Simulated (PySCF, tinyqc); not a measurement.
MP2 on RHF in the sto-3g basis, for CH2, spin multiplicity 1, step by step. The lowest restricted solution is unstable here: a spin-polarised one lies 0.0434 hartree lower (PySCF). One step of it, computed by the program tinyqc.

Task: Iteration 8 (converged): orbitals. Diagonalise F' = X^T F X, C = X C', fill 4 alpha and 4 beta electrons from the bottom; D = 2 C_occ C_occ^T. Each column has its largest component positive (the first on a tie).

converged F (hartree), order 1C 1s, 1C 2s, 1C 2px, 1C 2py, 1C 2pz, 2H 1s, 3H 1s:
```
[[-10.973170, -2.951075, 0.000000, 0.000000, -0.024766, -0.635595, -0.635595],
 [-2.951075, -1.424051, 0.000000, 0.000000, -0.063858, -0.643531, -0.643531],
 [0.000000, 0.000000, 0.244583, 0.000000, 0.000000, 0.000000, 0.000000],
 [0.000000, 0.000000, 0.000000, -0.218784, 0.000000, -0.374913, 0.374913],
 [-0.024766, -0.063858, 0.000000, 0.000000, -0.215003, -0.220465, -0.220465],
 [-0.635595, -0.643531, 0.000000, -0.374913, -0.220465, -0.427324, -0.156001],
 [-0.635595, -0.643531, 0.000000, 0.374913, -0.220465, -0.156001, -0.427324]]
```

X, order 1C 1s, 1C 2s, 1C 2px, 1C 2py, 1C 2pz, 2H 1s, 3H 1s:
```
[[1.026840, -0.151249, 0.000000, 0.000000, -0.009197, 0.024873, 0.024873],
 [-0.151249, 1.244800, 0.000000, 0.000000, 0.092486, -0.303503, -0.303503],
 [0.000000, 0.000000, 1.000000, 0.000000, 0.000000, 0.000000, 0.000000],
 [0.000000, 0.000000, 0.000000, 1.175238, 0.000000, -0.280282, 0.280282],
 [-0.009197, 0.092486, 0.000000, 0.000000, 1.038784, -0.127734, -0.127734],
 [0.024873, -0.303503, 0.000000, -0.280282, -0.127734, 1.215746, -0.031594],
 [0.024873, -0.303503, 0.000000, 0.280282, -0.127734, -0.031594, 1.215746]]
```

Give: F' = X^T F X; orbital energies; coefficients C; D after iteration 8.

Result:

F' = X^T F X (hartree):
```
[[-10.7415, -1.5593, 0.0000, 0.0000, -0.0441, -0.0753, -0.0753],
 [-1.5593, -0.5892, 0.0000, 0.0000, 0.1077, -0.4089, -0.4089],
 [0.0000, 0.0000, 0.2446, 0.0000, 0.0000, 0.0000, 0.0000],
 [0.0000, 0.0000, 0.0000, 0.1492, 0.0000, -0.4416, 0.4416],
 [-0.0441, 0.1077, 0.0000, 0.0000, -0.1265, -0.2234, -0.2234],
 [-0.0753, -0.4089, 0.0000, -0.4416, -0.2234, 0.0150, -0.0528],
 [-0.0753, -0.4089, 0.0000, 0.4416, -0.2234, -0.0528, 0.0150]]
```

orbital energies (hartree): [-10.9791, -0.7905, -0.5173, -0.2648, 0.2446, 0.5394, 0.7343]

coefficients C, order 1C 1s, 1C 2s, 1C 2px, 1C 2py, 1C 2pz, 2H 1s, 3H 1s:
```
[[0.9932, -0.2208, 0.0000, 0.1146, 0.0000, -0.1741, 0.0000],
 [0.0291, 0.6967, 0.0000, -0.5245, 0.0000, 1.0019, 0.0000],
 [0.0000, 0.0000, 0.0000, 0.0000, 1.0000, 0.0000, 0.0000],
 [0.0000, 0.0000, 0.5143, 0.0000, 0.0000, 0.0000, 1.1286],
 [0.0047, 0.1328, 0.0000, 0.8364, 0.0000, 0.6349, 0.0000],
 [-0.0064, 0.2744, 0.4520, 0.2134, 0.0000, -0.8302, -0.8076],
 [-0.0064, 0.2744, -0.4520, 0.2134, 0.0000, -0.8302, 0.8076]]
```

D after iteration 8, order 1C 1s, 1C 2s, 1C 2px, 1C 2py, 1C 2pz, 2H 1s, 3H 1s:
```
[[2.0966, -0.3702, 0.0000, 0.0000, 0.1424, -0.0849, -0.0849],
 [-0.3702, 1.5227, 0.0000, 0.0000, -0.6921, 0.1581, 0.1581],
 [0.0000, 0.0000, 0.0000, 0.0000, 0.0000, 0.0000, 0.0000],
 [0.0000, 0.0000, 0.0000, 0.5290, 0.0000, 0.4649, -0.4649],
 [0.1424, -0.6921, 0.0000, 0.0000, 1.4344, 0.4298, 0.4298],
 [-0.0849, 0.1581, 0.0000, 0.4649, 0.4298, 0.6504, -0.1668],
 [-0.0849, 0.1581, 0.0000, -0.4649, 0.4298, -0.1668, 0.6504]]
```
